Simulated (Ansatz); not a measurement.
Relaxation of AlH$_{6}$PS (9 atoms, charge 0, multiplicity 1), to a largest force component of 0.03 eV/Å in at most 50 steps.

Method: Ansatz, RKS B3LYP/def2-SVP.

```xyz
9
Properties=species:S:1:pos:R:3
Al -1.259 0.779 -1.195
S 0.674 1.827 -0.738
H -1.275 -0.302 -2.350
H -2.527 1.306 -0.415
H 1.048 -0.114 1.057
P 0.257 -1.234 1.344
H 1.409 1.120 -1.629
H 0.384 -1.177 2.764
H 1.289 -2.205 1.162
```

Task: Where does it end, and by what steps?

Result: The run converged. The force dipped under the threshold on the way, but the program's further checks kept it going. After 22 steps the energy has fallen by 0.450 eV; H8 moved furthest, 1.29 Å. Joined: Al1–P6.

| step | energy less start (eV) | largest force component (eV/Å) | accepted |
| --- | --- | --- | --- |
| 0 | 0.0000 | 0.481 | yes |
| 1 | -0.0697 | 0.190 | yes |
| 2 | -0.0906 | 0.216 | yes |
| 3 | -0.1493 | 0.220 | yes |
| 4 | -0.1964 | 0.783 | yes |
| 5 | -0.2901 | 0.859 | yes |
| 6 | -0.3825 | 0.426 | yes |
| 7 | -0.3778 | 0.341 | no |
| 8 | -0.4025 | 0.172 | yes |
| 9 | -0.4068 | 0.140 | yes |
| 10 | -0.4090 | 0.040 | yes |
| 11 | -0.4101 | 0.031 | yes |
| 12 | -0.4118 | 0.089 | yes |
| 13 | -0.4140 | 0.124 | yes |
| 14 | -0.4161 | 0.252 | yes |
| 15 | -0.4221 | 0.156 | yes |
| 16 | -0.4342 | 0.080 | yes |
| 17 | -0.4438 | 0.024 | yes |
| 18 | -0.4396 | 0.295 | no |
| 19 | -0.4472 | 0.095 | yes |
| 20 | -0.4473 | 0.144 | yes |
| 21 | -0.4496 | 0.077 | yes |
| 22 | -0.4505 | 0.008 | yes |

```xyz
9
Properties=species:S:1:pos:R:3
Al -0.943 0.596 -0.734
S 0.809 1.880 -1.281
H -1.338 -0.580 -1.728
H -1.996 1.300 0.223
H 0.891 -0.063 2.117
P 0.268 -0.820 1.093
H 1.259 1.066 -2.265
H -0.348 -1.811 1.905
H 1.397 -1.568 0.671
```

Whether the end is a true minimum wasn't checked by a vibrational analysis.

Time of the run: 16 s on 2 threads of AMD EPYC 9B45 (Zen 5) (shared host), peak memory 0.18 GiB.
